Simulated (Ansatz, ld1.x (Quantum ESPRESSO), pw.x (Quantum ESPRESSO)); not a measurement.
# Be (Z = 4): one change to the TM potential, in the atom and in the fcc crystal

```json
{
  "Element": "Be (Z = 4)",
  "Generator": "ld1.x (Quantum ESPRESSO) 7.5",
  "Type": "norm-conserving Troullier–Martins (Kleinman–Bylander form)",
  "Functional": "LDA (PW92)",
  "Relativity": "scalar-relativistic",
  "Frozen core": "[He]",
  "Valence charge": "2",
  "Reference configuration": "2s2 2p0",
  "Partial waves": "2s (bound): rc 2.15 bohr; 2p (bound, empty): rc 4.20 bohr; 3d channel at 0.2 Ry: rc 4.10 bohr",
  "Local potential": "all-electron potential smoothed inside 4.10 bohr (lloc = -1)",
  "Core correction": "a·sin(br)/r model core inside 1.25 bohr"
}
```

Change: local potential the s channel.

Cutoffs, loose and tight: the cutoffs (Ry, on a coarse ladder) from which the occupation-weighted sum of valence levels, in a spherical-Bessel basis at the reference potential, stays within 10 and 1 mRy of its value at 400 Ry. They do not see the model core or the augmentation charge, which bear on the density cutoff. Test errors are all-electron minus pseudo excitation energies from the reference, over the configurations 2s1 2p0; 2s1.5 2p0; 2s1 2p1; 2s0 2p1; 2s0 2p2 (two spin-polarised tests are not counted in the largest error); variants that change the core or the reference have their own tests.

Crystal test: fcc Be in pw.x 7.5, no spin, 18³ k-points, Fermi–Dirac smearing 0.01 Ry, cutoffs set for each file from its atomic test. The reference is all-electron LAPW (Ansatz 0.2.0) with the same functional, mesh and smearing; V0 and B0 come from Birch–Murnaghan fits to the pressures at five volumes. Errors are pseudo minus all-electron; Δ is the rms difference of the E(V) curves that follow from these fits, minima aligned, over ±6 % about the mean V0. Mesh and smearing are coarse, so the numbers serve the comparison and aren't converged zero-temperature values; the lattice is a test structure that the element need not adopt.

All-electron: a0 = 3.108 Å (V0 = 7.51 Å³/atom), B0 = 128.8 GPa.

**Question.** Does the change bring the crystal closer to the all-electron result?

**Answer.** The mean pressure error goes from +29.74 to -69.91 GPa, so the change moves the solid further from the all-electron pressures. Neither pressure curve crosses zero within the volumes sampled, so no fits are given.

```csv
quantity,base,changed
outcome (atom),generated,generated
"cutoff, loose (atom)",8 Ry,8 Ry
"cutoff, tight (atom)",21 Ry,21 Ry
bound ghosts (atom),none,none
largest test error (meV) (atom),-221,-186
cutoffs in pw.x (Ry),50/200,50/200
mean pressure error (GPa),+29.74,-69.91
```

Base: The largest radius (4.20 bohr) exceeds half the bond length (2.08 bohr), so the spheres overlap, which is one possible source of error among others. This is a poor potential for the solid. Changed file: The largest radius (4.20 bohr) exceeds half the bond length (2.08 bohr), so the spheres overlap, which is one possible source of error among others. This is a poor potential for the solid. The pseudo pressure rises with volume over the whole range, a mechanical instability. The atomic cutoffs weigh occupied waves only.
